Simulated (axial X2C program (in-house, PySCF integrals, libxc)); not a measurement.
Working with the constants of SO⁻

A bond curve at the PBE0 level, two-component, was computed with an axial X2C code built on PySCF integrals (basis S dyall-av3z [9s8p3d2f], O dyall-av3z [7s6p3d2f] (cores contracted in-house)) for the state Ω = 3/2 (⟨Sz⟩ = 0.50, ⟨Lz⟩ = 1.00 at PBE0). Its fit gives Re = 1.5763 Å, ωe = 934.5 cm⁻¹, ωexe = 4.79 cm⁻¹ and αe = 5.220e-03 cm⁻¹; the masses are 31.9721 and 15.9949 u. Two-component means X2C with spin–orbit coupling and atomic mean-field Coulomb and Gaunt terms.

(1) Find the reduced mass, Be and the force constant.

(2) Where do the fundamental and the first overtone lie?

(3) A Morse curve ties αe to the other constants (Pekeris). How well does that hold?

(4) Estimate De from a Morse curve and compare with the computed well depth of 4.315 eV to S- + O.

(5) Estimate the centrifugal constant by the Kratzer relation.

The state is a single determinant with fixed occupations, the lowest that a limited PBE0 search found. Dissociation energies refer to the lowest single-determinant-based atoms at the same level and basis. Density functionals use the spin component along the axis (collinear). In 2c an atomic determinant is not the ground J level, so De misses part of the atomic spin–orbit lowering. This holds for PBE0. The functionals have no current-density term, which raises determinants with orbital currents, atoms included. The highest occupied level of some functionals is positive through self-interaction error; at Hartree–Fock it is bound.

Answers

(1) From the PBE0 values: μ = 10.6613 u. Be = 16.8576/(μ Re²) = 0.6364 cm⁻¹. k = 5.8918×10⁻⁷ μ ωe² = 5.49 mdyn/Å.

(2) ν(1←0) = ωe − 2ωexe = 924.9 cm⁻¹; ν(2←0) = 2ωe − 6ωexe = 1840.3 cm⁻¹.

(3) αe(Morse) = 6Be²/ωe × (√(ωexe/Be) − 1) = 4.533e-03 cm⁻¹; the PBE0 curve gives 5.220e-03 cm⁻¹, a ratio of 0.87.

(4) De(Morse) = ωe²/(4ωexe) = 5.651 eV against 4.315 eV computed, a ratio of 1.31. The extrapolation overshoots: the well softens faster than a Morse curve, or the lowest atomic limit lies below the one to which the curve heads.

(5) D = 4Be³/ωe² = 1.18e-06 cm⁻¹.
